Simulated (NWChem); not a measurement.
System: ethanol (C₂H₆O); SMILES CCO

```xyz
9

C      0.2487    -1.2036     0.0330
C     -0.5415     0.0900    -0.0189
O      0.2657     1.2331     0.0847
H     -0.4167    -2.0808     0.0084
H      0.8528    -1.2501     0.9518
H      0.9345    -1.2858    -0.8272
H     -1.1654     0.1124    -0.9364
H     -1.2425     0.1340     0.8303
H      0.8768     1.2319    -0.6592
```
Atoms are numbered in this order, from 1.

Results from NWChem. Pople sets run with spherical d functions. The geometry was optimised at PBE0/def2-SVP. B3LYP is NWChem's, with the RPA form of VWN correlation. Atomic charges in e: unrestrained fits to the electrostatic potential beside Mulliken populations; buried atoms are poorly determined by the fit.

For level B3LYP/def2-SVP:

- Mulliken C1 = -0.04
- Mulliken C2 = 0.17
- Mulliken O3 = -0.32

Task: How do the values read with level Hartree-Fock/6-31G* instead?

Result: The Mulliken C1 is -0.52, the Mulliken C2 comes out as 0.03 and the Mulliken O3 is -0.76.
